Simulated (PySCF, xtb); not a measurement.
**BH3Si: which of two structures lies lower**

Structure a: a singlet given by its coordinates. Structure b: `B[SiH]`, a triplet. Both are isolated molecules in the gas phase, relaxed with BLYP-D3(BJ)/def2-SVP; the shapes shown needn't be the lowest conformers.

a (Å):

```xyz
5

B     0.4144    0.8392    0.5785
Si   -0.0304   -0.4665   -0.7157
H    -0.5836    1.5686    0.7191
H     1.3901    1.4724    0.1369
H     0.6946    0.2331    1.6281
```

Close contacts (Å): B1–Si2 1.89, B1–H3 1.24, B1–H4 1.24, B1–H5 1.24.

b (Å):

```json
{"atom": "B", "x (Å)": "-0.4835", "y (Å)": "0.3033", "z (Å)": "0.6227"}
{"atom": "Si", "x (Å)": "0.4859", "y (Å)": "-1.4001", "z (Å)": "0.5790"}
{"atom": "H", "x (Å)": "-0.7708", "y (Å)": "0.8512", "z (Å)": "1.6607"}
{"atom": "H", "x (Å)": "-0.7750", "y (Å)": "0.7691", "z (Å)": "-0.4624"}
{"atom": "H", "x (Å)": "0.8441", "y (Å)": "-2.0831", "z (Å)": "-0.7297"}
```

Problem. Which of the two would you expect CCSD(T)/def2-TZVPP electronic energies to favour?

Solution. Structure a; the calculation gives E(b) − E(a) = +9.7 kJ/mol.

How the difference moves with the method:

```
               level              geometry  E(b) − E(a) (kJ/mol)  departure from the last row (kJ/mol)  job, with rough time for the two
           HF/STO-3G              GFN2-xTB                   +13.6                                  +3.9               single point, 1.1 s
  r2SCAN-D4/def2-SVP              GFN2-xTB                   −11.8                                 −21.5                single point, 28 s
BLYP-D3(BJ)/def2-SVP  BLYP-D3(BJ)/def2-SVP                   +24.6                                 +14.9                optimisation, 21 s
       HF/def2-TZVPP  BLYP-D3(BJ)/def2-SVP                   −89.6                                 −99.3           part of the CCSD(T) run
      MP2/def2-TZVPP  BLYP-D3(BJ)/def2-SVP                    +3.3                                  −6.4           part of the CCSD(T) run
  CCSD(T)/def2-TZVPP  BLYP-D3(BJ)/def2-SVP                    +9.7                                                      single point, 98 s
```

r2SCAN-D4/def2-SVP, HF/def2-TZVPP put the two in the other order. The largest departure from CCSD(T)/def2-TZVPP is that of HF/def2-TZVPP, 99.3 kJ/mol. The triplet state of b needn't be its ground state.

With thermal terms from frequencies at re-optimised GFN2-xTB minima (ideal gas, soft modes damped towards free rotors, one conformer each, 200 K, 1 atm): the zero-point term adds −3.8 kJ/mol; ΔH is +6.7 and ΔG +3.2 kJ/mol.

The T1 diagnostic of structure a is large, so the coupled-cluster value is less sure. Open shells are spin-unrestricted. The correlated steps freeze 6 core orbitals. ΔG holds the spin degeneracy. Codes used: PySCF 2.14.0, xtb 6.7.1; the last row on 2 threads of Arm Neoverse V2 on a shared host.
